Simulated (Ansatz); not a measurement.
# [Cl···H···H], doublet: the ladder up to full CI

Geometry: a point of a hydrogen-transfer path between rigid fragments, not a stationary point.

```xyz
3

Cl    0.0000    0.0000   -1.4673
H     0.0000    0.0000    0.3187
H     0.0000    0.0000    1.1487
```

Basis 6-31G; Ansatz 0.2.0. Only valence electrons are correlated (noble-gas cores frozen), which leaves 9 electrons in 12 orbitals. R marks a restricted (for open shells ROHF) determinant, U an unrestricted one. Active spaces: pair = (3e, 3o) about the gap; valence = (9e, 6o) chosen from the atoms' valence shells.

Full CI is exact within this basis and frozen core; it isn't the basis-set limit. The frozen core follows each run's orbitals, which can shift R against U totals by a few meV.

For open shells CISD and CISDTQ are restricted-active-space CI with the open shells as a complete middle space.

* UHF ⟨S²⟩: 0.769
* T1 diagnostic (RCCSD): 0.0216
* largest doubles amplitude (RCCSD): 0.072
* T1 diagnostic (UCCSD): 0.0110

```
   level  E − E(RHF) (eV)
     UHF          -0.0951
    RMP2          -1.3292
    UMP2          -1.3543
   RCCSD          -1.7446
   UCCSD          -1.7455
RCCSD(T)          -1.7577
UCCSD(T)          -1.7577
```

Q: Estimate how far full CI in 6-31G lies from RCCSD(T). The table doesn't fix it; the size of (T) and the diagnostics are the guide.

A: Full CI in 6-31G lies 0.11 mEh below RCCSD(T), which is 22 % of the (T) step (-0.48 mEh). The diagnostics are small and one determinant leads, so the series closes fast and only a small part of (T) is left.

The other levels:

| level | E − E(full CI) (mEh) | share of correlation (%) | wall time |
| --- | --- | --- | --- |
| CISD | 2.28 | 96.48 | 0.24 s |
| BCCD(T) | 0.13 | 99.81 | 0.54 s |
| RCCSDT | 0.01 | 99.99 | – |
| UCCSDT | 0.00 | 100.00 | – |
| CISDTQ | 0.05 | 99.93 | 0.99 s |
| RCCSDT(Q) | 0.00 | 99.99 | 2.8 s |
| UCCSDT(Q) | 0.00 | 100.00 | 2.5 s |
| RCCSDTQ | 0.00 | 99.99 | 15 s |
| UCCSDTQ | 0.00 | 100.00 | 16 s |
| CASSCF (pair space) | 41.65 | 35.63 | – |
| NEVPT2 (pair space) | 8.46 | 86.93 | 0.24 s |
| MRCISD (pair space) | 1.68 | 97.40 | – |
| MRCISD+Q (pair space) | 0.85 | 98.69 | 0.37 s |
| CASSCF (valence space) | 40.74 | 37.04 | – |
| NEVPT2 (valence space) | 12.58 | 80.55 | 0.21 s |
| MRCISD (valence space) | 1.57 | 97.57 | – |
| MRCISD+Q (valence space) | 0.79 | 98.79 | 0.54 s |
| MRCISD+Q(relaxed) (valence space) | 0.33 | 99.49 | 0.63 s |

The correlation energy at full CI, counted from RHF, is -1.761 eV. That run took 1.4 s on 1 thread of Arm Neoverse V1, shared host over 97,616 determinants.

Times hold each run's SCF and search for its determinant on a shared host, so for small cases they say little of a method's own cost; they ran on 1 thread of Arm Neoverse V1.

The full-CI state has the irrep A1 of C2v, in the program's axes (one component, if the state is degenerate).

Natural occupations of full CI about the gap: 1.992 1.989 1.989 1.963 0.999 0.032 0.011 0.011 0.007 0.005; effectively unpaired electrons, Σ n²(2−n)², 1.01.
